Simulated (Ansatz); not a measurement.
Born–Oppenheimer molecular dynamics of BF₂H (4 atoms, charge 0, multiplicity 1). It starts at the highest image of a converged band. Of that band: Neighbouring images differ by up to 1.9 eV, so the band resolves the path poorly. A vibrational analysis at the climbing image gives one clearly imaginary mode, 1227i cm⁻¹: a first-order saddle point.

These are results of RKS B3LYP-D4/def2-SVP in Ansatz, not measurements.

| Property | Result |
| --- | --- |
| ensemble | NVE (velocity Verlet) |
| time step | 0.5 fs |
| steps asked | 200 |
| starting velocities drawn for | 300 K |
| seed | 7336 |

First frame:

```xyz
4
Properties=species:S:1:pos:R:3
B -0.328 0.000 0.342
H 0.871 0.000 1.026
F 1.494 0.000 0.065
F -0.913 0.000 -0.784
```

(1) How far do the bonds stretch over the last three quarters of this one trajectory? (Pairs bonded in most of those frames.)

Answers

(1) 
| bond | mean (Å) | spread (Å) | shortest | longest |
| --- | --- | --- | --- | --- |
| B1–F4 | 1.267 | 0.013 | 1.25 | 1.29 |
| H2–F3 | 0.928 | 0.021 | 0.90 | 0.96 |

Mean temperature of the second half: 1505 K. The conserved energy stayed within 0.17 meV per atom of its start (net change -0.014 meV per atom), so the integration is sound. The kinetic energy rose, since the run started high on the potential surface and went downhill. It ends in pieces (BF + FH), so much of that is their flight and rotation, not heat. A run of 0.1 ps of so small a system gives no equilibrium averages. The orbitals stay closed-shell, which can raise the energy where a bond breaks towards radicals; this wasn't checked here.

Run time: 2.5 min on 1 thread of Arm Neoverse V1 (shared host), peak memory 0.089 GiB.
